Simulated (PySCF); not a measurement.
Work out the structure from these simulated measurements.

Formula: Si2H6.

- 1H NMR: chemical shifts (computed TMS as zero) by class: 3.45 (6 H) ppm [GIAO PBE0/pcSseg-1]
- UV, strongest line: among the 8 lowest singlet transitions: S4 at 8.10 eV (153 nm, f = 0.308) [TDDFT PBE0/def2-SVPD]
- UV, first state: lowest singlet excitation: 7.66 eV (162 nm, f = 0.042 summed over 2 states within 0.01 eV) [TDDFT PBE0/def2-SVPD]
- XPS: Si2p3/2 106.6 (×2), Si1s 1846.3 (×2) eV [ΔSCF SCAN, pcX-2 on the ionised atom, pcseg-1 elsewhere, spin-free X2C, 2p3/2 from a spin–orbit splitting computed afterwards within the 2p shell]
- Polarisability: 60.1 au [PBE0/def2-SVPD]
- NMR, other nuclei: isotropic shieldings of nuclei other than C and H, by class: 469 (2 Si) ppm [GIAO PBE0/pcSseg-1]
- Triplet: lowest triplet excitation (Tamm–Dancoff): 6.59 eV [TDA PBE0/def2-SVPD]
- Dipole: 0.00 D by symmetry (numerical residue 0.01 D) [PBE0/def2-SVPD]
- Rotational structure: rotational constants A, B, C: 45.568, 5.177, 5.176 GHz [GFN2-xTB]

Electronic properties: PySCF, gas phase, density fitting. Levels stand in brackets. Geometry: GFN2-xTB; no solvent, vibrations or thermal averaging. NMR classes are plain means over equivalent atoms (diastereotopic ones count apart unless rotation or inversion swaps them), as if these changed places fast.

Task: Give a SMILES that accounts for the data.

Result: Its formula, Si2H6, gives 0 degrees of unsaturation, so no ring and no π bond. All hydrogens form one class (3.45 ppm): Si–H hydrogen. The other shieldings belong to: 469 ppm, SiH3 silicon. The core levels belong to: Si2p3/2 106.6 eV, SiH3 silicon; Si1s 1846.3 eV, SiH3 silicon. The vanishing dipole is forced by symmetry. The optimised geometry has point group D3d and is a prolate symmetric top (the spread among constants that symmetry makes equal is optimisation noise). Structure: disilane, `[SiH3][SiH3]`.
